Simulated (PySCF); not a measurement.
# Basis-set dependence of population analyses: `C#[SiH]`

Species: CH₂Si.
Bonds: C1–Si2 (triple). Hydrogens: H3 on C1; H4 on Si2.

PBE0 throughout (PySCF), one geometry, spherical d and f functions. Isolated species at its PBE0-D3(BJ)/def2-SVP geometry, gas phase.

Mulliken charges (e):

| basis | functions | C1 | Si2 | H3 | H4 |
| --- | --- | --- | --- | --- | --- |
| STO-3G | 16 | -0.334 | +0.336 | +0.071 | -0.073 |
| 6-31G | 26 | -0.437 | +0.263 | +0.200 | -0.027 |
| pcSseg-0 | 26 | -0.743 | +0.477 | +0.263 | +0.004 |
| 6-31G* | 36 | -0.304 | +0.076 | +0.211 | +0.017 |
| def2-SVP | 42 | -0.235 | +0.132 | +0.093 | +0.009 |
| cc-pVDZ | 42 | -0.208 | +0.103 | +0.079 | +0.026 |
| aug-cc-pVDZ | 68 | -0.027 | +0.002 | -0.117 | +0.143 |
| 6-311+G(2d,p) | 74 | -0.447 | +0.288 | +0.149 | +0.010 |
| def2-TZVP | 80 | -0.289 | +0.050 | +0.177 | +0.062 |
| cc-pVTZ | 92 | -0.336 | +0.130 | +0.171 | +0.035 |
| IGLO-III | 99 | -0.396 | +0.367 | +0.110 | -0.081 |
| pcSseg-3 | 214 | -0.273 | +0.174 | +0.100 | -0.002 |

IAO charges (e):

| basis | functions | C1 | Si2 | H3 | H4 |
| --- | --- | --- | --- | --- | --- |
| STO-3G | 16 | -0.583 | +0.537 | +0.127 | -0.081 |
| 6-31G | 26 | -0.459 | +0.264 | +0.197 | -0.002 |
| pcSseg-0 | 26 | -0.465 | +0.283 | +0.188 | -0.006 |
| 6-31G* | 36 | -0.472 | +0.306 | +0.190 | -0.024 |
| def2-SVP | 42 | -0.483 | +0.325 | +0.184 | -0.026 |
| cc-pVDZ | 42 | -0.483 | +0.314 | +0.190 | -0.022 |
| aug-cc-pVDZ | 68 | -0.495 | +0.319 | +0.196 | -0.019 |
| 6-311+G(2d,p) | 74 | -0.507 | +0.337 | +0.195 | -0.026 |
| def2-TZVP | 80 | -0.508 | +0.341 | +0.195 | -0.028 |
| cc-pVTZ | 92 | -0.502 | +0.333 | +0.195 | -0.025 |
| IGLO-III | 99 | -0.513 | +0.344 | +0.196 | -0.027 |
| pcSseg-3 | 214 | -0.513 | +0.344 | +0.196 | -0.028 |

Hirshfeld charges (e):

| basis | functions | C1 | Si2 | H3 | H4 |
| --- | --- | --- | --- | --- | --- |
| STO-3G | 16 | -0.188 | +0.182 | +0.036 | -0.031 |
| 6-31G | 26 | -0.197 | +0.121 | +0.077 | -0.001 |
| pcSseg-0 | 26 | -0.205 | +0.146 | +0.066 | -0.007 |
| 6-31G* | 36 | -0.192 | +0.125 | +0.076 | -0.009 |
| def2-SVP | 42 | -0.207 | +0.158 | +0.065 | -0.016 |
| cc-pVDZ | 42 | -0.201 | +0.149 | +0.067 | -0.015 |
| aug-cc-pVDZ | 68 | -0.219 | +0.173 | +0.062 | -0.017 |
| 6-311+G(2d,p) | 74 | -0.220 | +0.172 | +0.063 | -0.016 |
| def2-TZVP | 80 | -0.218 | +0.169 | +0.065 | -0.016 |
| cc-pVTZ | 92 | -0.214 | +0.166 | +0.064 | -0.016 |
| IGLO-III | 99 | -0.219 | +0.174 | +0.060 | -0.015 |
| pcSseg-3 | 214 | -0.221 | +0.178 | +0.061 | -0.018 |

ESP-fitted charges (e):

| basis | functions | C1 | Si2 | H3 | H4 |
| --- | --- | --- | --- | --- | --- |
| STO-3G | 16 | -0.287 | +0.133 | +0.124 | +0.030 |
| 6-31G | 26 | -0.427 | +0.031 | +0.262 | +0.133 |
| pcSseg-0 | 26 | -0.486 | +0.095 | +0.279 | +0.113 |
| 6-31G* | 36 | -0.449 | +0.057 | +0.270 | +0.122 |
| def2-SVP | 42 | -0.499 | +0.117 | +0.275 | +0.107 |
| cc-pVDZ | 42 | -0.498 | +0.108 | +0.280 | +0.111 |
| aug-cc-pVDZ | 68 | -0.525 | +0.127 | +0.285 | +0.113 |
| 6-311+G(2d,p) | 74 | -0.548 | +0.140 | +0.296 | +0.113 |
| def2-TZVP | 80 | -0.545 | +0.143 | +0.295 | +0.107 |
| cc-pVTZ | 92 | -0.520 | +0.128 | +0.284 | +0.109 |
| IGLO-III | 99 | -0.541 | +0.143 | +0.289 | +0.108 |
| pcSseg-3 | 214 | -0.531 | +0.140 | +0.284 | +0.108 |

Q: Which scheme is steadiest as the basis changes?

A: Largest range over the bases for any column: Hirshfeld 0.06 e, ESP-fitted 0.26 e, IAO 0.27 e, Mulliken 0.72 e. Hirshfeld charges move least and Mulliken charges most, counted in e. Without the minimal STO-3G basis the ranges are Hirshfeld 0.06, ESP-fitted 0.12, IAO 0.08, Mulliken 0.72 e.

Q: How much do the charges still move between the two largest bases, IGLO-III and pcSseg-3?

A: At most, over all atoms: Mulliken 0.193 e, IAO 0.001 e, Hirshfeld 0.004 e, ESP-fitted 0.009 e.

Q: What do the same runs give for the total energy, the frontier levels and the dipole moment?

A: 
```csv
basis,energy (Eh),HOMO (eV),LUMO (eV),μ (D)
STO-3G,-324.6011,-3.42,1.42,0.82
6-31G,-328.4204,-6.85,-2.69,0.67
pcSseg-0,-328.0482,-6.98,-2.84,0.80
6-31G*,-328.4465,-6.74,-2.82,0.69
def2-SVP,-328.3453,-6.80,-2.92,0.94
cc-pVDZ,-328.4679,-6.76,-2.84,0.90
aug-cc-pVDZ,-328.4710,-6.87,-3.02,1.07
"6-311+G(2d,p)",-328.4856,-6.87,-3.08,1.12
def2-TZVP,-328.4889,-6.85,-3.04,1.07
cc-pVTZ,-328.4907,-6.84,-2.99,1.01
IGLO-III,-328.4894,-6.85,-3.04,1.12
pcSseg-3,-328.5021,-6.88,-3.08,1.12
```

The dipole is fixed by the density alone, so its range of 0.45 D shows that the density itself changes with the basis, not only its division among atoms.
